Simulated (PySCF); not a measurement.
## Neon: a sound run and one with changed settings

Sound run: Ne [Ne], Ne⁺ [He] 2s2 2p5. Computed with PySCF 2.14 in x2c-SVPall (3s2p1d, 14 functions), with the spin-free X2C one-electron Hamiltonian (Gaussian nucleus). In the sound run the correlated levels freeze 1s2. The sound run starts from symmetry-adapted Hartree-Fock orbitals and uses a fine grid where one is needed.

A second run was set up differently.

| species | method | sound run (hartree) | changed run (hartree) | converged |
| --- | --- | --- | --- | --- |
| Ne | MP2 | -128.69586 | -128.69774 | yes |
| Ne | CCSD(T) | -128.70060 | -128.70228 | yes |
| Ne⁺ | MP2 | -127.91498 | -127.91671 | yes |
| Ne⁺ | CCSD(T) | -127.92667 | -127.92824 | yes |

Ionisation energy of Ne:

| method | sound run (eV) | changed run (eV) |
| --- | --- | --- |
| UHF | 19.790 | 19.790 |
| MP2 | 21.249 | 21.253 |
| SCS-MP2 | 21.121 | 21.123 |
| CCSD | 21.060 | 21.063 |
| CCSD(T) | 21.060 | 21.063 |

What was changed?
A. basis contracted for another Hamiltonian
B. too few SCF iterations
C. a valence shell is frozen
D. all electrons correlated in a valence basis

D. A valence basis has no tight correlating functions, so it recovers only part of the core correlation, and not evenly between atom and ion.
